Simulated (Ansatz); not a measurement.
Relaxing Sb

Theory: Ansatz 0.2.0, DFT r2SCAN, scalar-relativistic, plane waves, PAW. Cutoff 500 eV, Γ-centred k mesh, Gaussian smearing, no spin polarisation in the final step.

Sb was placed on the beta-tungsten (A15) structure type (Pm-3n, No. 223), at a guessed volume.

```
CELL_PARAMETERS angstrom
6.23564 0.00000 0.00000
0.00000 6.23564 0.00000
0.00000 0.00000 6.23564
ATOMIC_POSITIONS crystal
Sb 0.50000 0.50000 0.50000
Sb 0.00000 0.00000 0.00000
Sb 0.25000 0.00000 0.50000
Sb 0.50000 0.25000 0.00000
Sb 0.50000 0.75000 0.00000
Sb 0.75000 0.00000 0.50000
Sb 0.00000 0.50000 0.75000
Sb 0.00000 0.50000 0.25000
```

Cell and atoms relax at zero pressure; the relaxation can't lower the symmetry of the start. After a coarse first stage the cell is made exact in the group found at 0.06 Å.

Energies count from the standard state of Sb at the same level.

(1) What does it relax into?

(2) What are its volume, energy, density and gap?

Answers

(1) It keeps Pm-3n (No. 223). The result has the beta-tungsten (A15) structure. Conventional cell: a = 6.049 Å. Sb on Wyckoff site a (2 atoms of the primitive cell) is coordinated by 12 Sb at 3.38 Å; Sb on Wyckoff site c (6 atoms of the primitive cell) has 2 Sb at 3.02 Å, 4 Sb at 3.38 Å and 8 Sb at 3.70 Å.

Space group Pm-3n (No. 223). a = 6.049 Å, b = 6.049 Å, c = 6.049 Å, α = 90.00°, β = 90.00°, γ = 90.00°
| atom | site | symmetry | x | y | z |
| --- | --- | --- | --- | --- | --- |
| Sb | 2a | m-3. | 0.5000 | 0.5000 | 0.5000 |
| Sb | 6c | -4m.2 | 0.2500 | 0.0000 | 0.5000 |

(2) The volume per atom is 27.67 Å³ and the density is 7.31 g/cm³. The energy over the standard structure is 0.54 eV/atom. The gap on the 6×6×6 mesh is 0 eV (a metal).

The final run used a 6×6×6 mesh on its 8-atom cell and 0.10 eV smearing. For metals, differences of a few meV/atom aren't resolved. Spin–orbit coupling is left out. A structure relaxed within its symmetry needn't be a true minimum. The steps took of the order of 5 core-minutes in all.